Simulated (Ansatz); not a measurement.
# Al₂H₂ (singlet): from Hartree-Fock to the top rungs at twist about Al1–Al2 = 180.0°, 6-31G

The task here is to estimate one member of a computed series from the others.

Computed with Ansatz 0.2.0, Gaussian basis. Level: 6-31G, core rule «outside noble gas», up to 10 orbitals frozen.

To be run: UHF; CCSD(T) on RHF; CCSD(T) on UHF; BCCD(T) on RHF; CISD; CCSDT(Q) on RHF; CCSDT(Q) on UHF; CCSDTQ on RHF; CASSCF and MRCISD+Q, 2 electrons in 2 orbitals; CASSCF and NEVPT2, 2 electrons in 2 orbitals; CASSCF and MRCISD+Q, 8 electrons in 10 orbitals; CASSCF and NEVPT2, 8 electrons in 10 orbitals; Full CI.

17 further runs of the same task are left out: 1 for a mislabelled method, 14 that didn't finish, 2 set aside as unsound or not needed.

## The system

The geometry derives from a PBE0/def2-TZVP stationary point (not a proven minimum). One half is turned about the bond named; the halves are rigid.

4 atoms, charge 0, spin multiplicity 1.

Atoms are counted from 1 here; the program's logs count them from 0.

Bond lengths: Al1–Al2 2.635 Å, Al1–H3 1.622 Å, Al2–H4 1.622 Å. Angles: Al2–Al1–H3 120.2°, Al1–Al2–H4 120.2°.

The first run:

in.yaml reads:

```yaml
crystal:
  periodic: [false, false, false]
  atoms:
    - {symbol: Al, position_ang: [0.000000, -0.203651, 1.302506]}
    - {symbol: Al, position_ang: [0.000000, 0.103357, -1.314272]}
    - {symbol: H, position_ang: [0.000000, 1.093751, 2.276633]}
    - {symbol: H, position_ang: [0.000000, 1.590999, -1.961650]}
basis:
  gaussian: {orbitals: 6-31G}
magnetization: {spin_polarized: true, initial_magnetization: 0}
hamiltonian: {xc: hf}
output: {orbitals: {seedname: orbitals}}
```

On the command line:

```bash
$ ansatz run in.yaml --threads 1 --pin off --events-out ev --progress --plain --max-ram 2393MiB
```

Among the steps run: UHF; CCSD(T) on RHF; CCSD(T) on UHF; BCCD(T) on RHF; CISD; CCSDT(Q) on RHF; CCSDT(Q) on UHF; CCSDTQ on RHF; CASSCF and MRCISD+Q, 2 electrons in 2 orbitals; CASSCF and NEVPT2, 2 electrons in 2 orbitals; CASSCF and MRCISD+Q, 8 electrons in 10 orbitals; CASSCF and NEVPT2, 8 electrons in 10 orbitals; Full CI.

One table of the session follows, with a row left open; its other results are not shown here.

| method | from FCI (kJ/mol) |
| --- | --- |
| RHF | +317.2 |
| RMP2 | +132.4 |
| CISD | +51.6 |
| RCCSD | +22.2 |
| RCCSD(T) | +8.3 |
| BCCD(T) | +8.3 |
| RCCSDT | ? |
| RCCSDT(Q) | +0.2 |
| RCCSDTQ | 0.0 |
| CASSCF pair | +201.9 |
| NEVPT2 pair | +69.8 |
| MRCISD pair | +16.1 |
| MRCISD+Q pair | +1.2 |
| CASSCF valence | +55.1 |
| NEVPT2 valence | +17.8 |
| MRCISD valence | +2.4 |
| MRCISD+Q valence | +1.3 |
| FCI | 0 |

**Question.** Estimate the row for RCCSDT.

As computed: from FCI (kJ/mol): +1.5. In the column «from FCI (kJ/mol)» it lies between MRCISD+Q valence (+1.3) and MRCISD valence (+2.4).

Among the levels timed on like hardware and quicker than the yardstick, those that no quicker one beats, quickest first: NEVPT2 pair (0.3 s, +69.8 kJ/mol); CISD (0.42 s, +51.6 kJ/mol); MRCISD+Q pair (0.45 s, +1.2 kJ/mol); RCCSDT(Q) (1.4 s, +0.2 kJ/mol); RCCSDTQ (5.5 s, 0.0 kJ/mol).

Left out of the table: UHF, UMP2, UCCSD, UCCSD(T), UCCSDT, UCCSDT(Q) (another determinant or state than the rows shown).

Caveats from the session: The report flags that the cluster equations may have other roots. The yardstick is full CI for this spin, exact in this basis with these frozen cores. The program flags RCCSDT(Q), RCCSDTQ as in doubt, so those rows may rest on another solution; read them beside their warnings. Of the multireference levels listed MRCISD+Q pair comes nearest in total energy (+1.2 kJ/mol), which doesn't show that its space is the better one. Warnings in the runs' records: large difference, other roots.
